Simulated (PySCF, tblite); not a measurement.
Isomers of C5H9N. Computed with GFN2-xTB (tblite): harmonic, unscaled wavenumbers at the GFN2-xTB geometry, gas phase. The method is semi-empirical: single wavenumbers can be off by several per cent or more. One conformer each.

Electronic energies: PBE0/pcSseg-1 single points on the GFN2-xTB geometries (PySCF, gas phase).

```csv
SMILES,"electronic energy, lowest = 0 (kJ/mol)"
[H]/N=C/C/C=C/C,0.0
NCCC1C=C1,161.7
CN(C)C1=CC1,152.2
```

Q: How do GFN2-xTB zero-point energies change the relative energies?

A: 
```json
{"SMILES": "[H]/N=C/C/C=C/C", "ZPE (kJ/mol)": "333.8", "of it from modes above 1550 cm⁻¹": "184.0", "electronic (kJ/mol)": "0.0", "with ZPE, lowest = 0 (kJ/mol)": "0.0", "lowest mode (cm⁻¹)": "51", "rings": "0"}
{"SMILES": "CN(C)C1=CC1", "ZPE (kJ/mol)": "332.4", "of it from modes above 1550 cm⁻¹": "173.1", "electronic (kJ/mol)": "152.2", "with ZPE, lowest = 0 (kJ/mol)": "150.8", "lowest mode (cm⁻¹)": "114", "rings": "1"}
{"SMILES": "NCCC1C=C1", "ZPE (kJ/mol)": "335.6", "of it from modes above 1550 cm⁻¹": "187.0", "electronic (kJ/mol)": "161.7", "with ZPE, lowest = 0 (kJ/mol)": "163.5", "lowest mode (cm⁻¹)": "67", "rings": "1"}
```

The zero-point energies span 3.2 kJ/mol, from `CN(C)C1=CC1` to `NCCC1C=C1`. The order is unchanged.

Q: And how do the electronic energies of GFN2-xTB itself compare?

A: `[H]/N=C/C/C=C/C` 0.0; `CN(C)C1=CC1` 70.2; `NCCC1C=C1` 141.4 kJ/mol, lowest = 0. Against the energies above, taken from the same isomer `[H]/N=C/C/C=C/C`, the largest difference is 82.0 kJ/mol.

Q: What do entropy and thermal enthalpy add at 298.15 K and 1 bar (rigid rotor, harmonic oscillator, one conformer each)?

A: 
```csv
SMILES,point group,symmetry number,S (J/(mol K)),H − H(0) (kJ/mol),ZPE + H − H(0) − TS (kJ/mol)
[H]/N=C/C/C=C/C,C1,1,358.5,22.37,249.3
CN(C)C1=CC1,C1,1,348.9,22.38,250.8
NCCC1C=C1,C1,1,345.6,21.19,253.8
```
